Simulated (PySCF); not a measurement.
**Adding and removing an electron: Si₂**

UHF-CCSD(T); basis Si def2-TZVPPD; no relativity; PySCF 2.14. Neutral (UHF): triplet (π ↑↑), Re = 2.260 Å, ωe = 512 cm⁻¹, De = 3.10 eV.

Si₂⁺ (UHF): quartet (σ ↑, π ↑↑), Re = 2.277 Å, ωe = 472 cm⁻¹, De = 3.39 eV to Si⁺ + Si. The energies at the minima are -577.96985 hartree for Si2 and -577.68266 for Si₂⁺.

Work out the adiabatic ionisation energy, without and with harmonic zero-point energies (1 hartree = 27.2114 eV, 1 eV = 8065.5 cm⁻¹), and the change of the bond length.

At UHF-CCSD(T): 0.28719 hartree = 7.815 eV between the minima; the zero-point term (472.0 − 512.0)/2 cm⁻¹ = -0.002 eV makes it 7.812 eV. Re changes by +1.7 pm against the neutral. The electron leaves a σ orbital, and the small change of length marks it as nearly non-bonding.

Correlated steps freeze 10 core orbitals. States were picked by a PBE0 search and need not be the measured ground states.
